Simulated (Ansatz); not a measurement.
What does this script print? It uses the Python package of Ansatz (0.2.0).

Input file `ch4aln.xyz`:
```text
7

N    -1.41990   -0.70040   -0.00890
C    -0.40080   -0.18780   -0.54440
Al    1.01830    0.47240    0.59980
H    -2.15940   -0.99110   -0.62080
H    -0.28050   -0.15260   -1.64010
H     0.88980    0.43180    2.20020
H     2.41370    1.05980   -0.03150
```

`run_composite.py`:
```python
# -*- coding: utf-8 -*-
"""A composite energy for CH4AlN: DFT geometry, MP2 basis limit, coupled-cluster correction."""

from dataclasses import dataclass
import itertools

import ansatz as az
from ase.data import atomic_numbers, covalent_radii
import numpy as np


@dataclass
class Options:
    basis: str = "def2-SVP"
    functional: str = "b3lyp"
    vdw: str = "d3bj"


settings = Options()


def main():
    system = az.Crystal.molecule_from_extxyz("ch4aln.xyz")

    calc = (
        system.calculation()
        .basis(gaussian=settings.basis)
        .functional(settings.functional, dispersion=settings.vdw)
    )
    symbols = [site.symbol for site in system.cartesian_sites]
    start = np.array([site.position_ang for site in system.cartesian_sites], dtype=float)
    summary = calc.relax(force_tolerance=0.01, max_steps=100).run(threads=1).report
    end = np.array(summary["positions_ang"])
    # pairs closer than 1.2 times the sum of covalent radii, before or after
    radius = [covalent_radii[atomic_numbers[s]] for s in symbols]
    span = lambda where, i, j: np.linalg.norm(where[i] - where[j])
    bonded = [(i, j) for i, j in itertools.combinations(range(len(symbols)), 2) if min(span(start, i, j), span(end, i, j)) < 1.2 * (radius[i] + radius[j])]
    print("pair        before    after (A)")
    for i, j in bonded:
        print(f"{symbols[i]}{i}-{symbols[j]}{j}".ljust(10), f"{span(start, i, j):8.4f} {span(end, i, j):8.4f}")

    minimum = az.Crystal.molecule()
    for symbol, place in zip(symbols, end):
        minimum = minimum.atom(symbol, place.tolist())
    at_minimum = minimum.calculation()
    # MP2 extrapolated to the basis limit, plus the small-basis difference CCSD(T) - MP2
    level = lambda method, basis: at_minimum.basis(gaussian=basis).correlation(method).run(threads=1).report
    small, large, cluster = level("mp2", "cc-pVDZ"), level("mp2", "cc-pVTZ"), level("ccsd_t", "cc-pVDZ")
    corr = lambda each: (each["free_energy_ev"] - each["reference_energy_ev"]) / 27.211386246
    mp2_limit = (27 * corr(large) - 8 * corr(small)) / 19
    pieces = {"HF / cc-pVTZ": large["reference_energy_ev"] / 27.211386246, "MP2 correlation, DZ-TZ limit": mp2_limit, "CCSD(T) - MP2 / cc-pVDZ": corr(cluster) - corr(small)}
    for name, value in pieces.items():
        print(f"{name:32s} {value:14.6f} Ha")
    print(f"{'sum':32s} {sum(pieces.values()):14.6f} Ha")
    print("T1 diagnostic", round(cluster["correlation"]["coupled_cluster"]["t1_diagnostic"], 4))


if __name__ == "__main__":
    main()
```

```console
$ python run_composite.py
pair        before    after (A)
N0-C1        1.2602   1.2846
N0-H3        1.0029   1.0328
C1-Al2       1.9388   1.9819
C1-H4        1.1028   1.1143
Al2-H5       1.6061   1.5804
Al2-H6       1.6403   1.5890
HF / cc-pVTZ                        -336.558347 Ha
MP2 correlation, DZ-TZ limit          -0.478672 Ha
CCSD(T) - MP2 / cc-pVDZ               -0.048978 Ha
sum                                 -337.085996 Ha
T1 diagnostic 0.012
```

Notes:
- Total energies depend on the basis set; only differences at equal settings carry meaning.
- The sum leaves out core correlation, relativity, the Hartree-Fock basis error and zero-point energy; a DZ-TZ extrapolation is rough.
- b3lyp holds the VWN-RPA fit, as in Gaussian; the form of ORCA and Turbomole is b3lyp5.
- Inner cores stay frozen, so this is valence correlation.
- For Al to Cl the sets with a tight d function, cc-pV(X+d)Z, are usual.
- An extrapolation from small basis sets is rough.
- Timing: 7.9 s on 1 thread of AMD EPYC 9R45 96-Core Processor (Zen 5), with other jobs on the host, peak memory 0.31 GiB.

(A comment or docstring line of the script was reworded after the run, the code is as it ran; lines on the test bed's own set-up are left out of the output.)
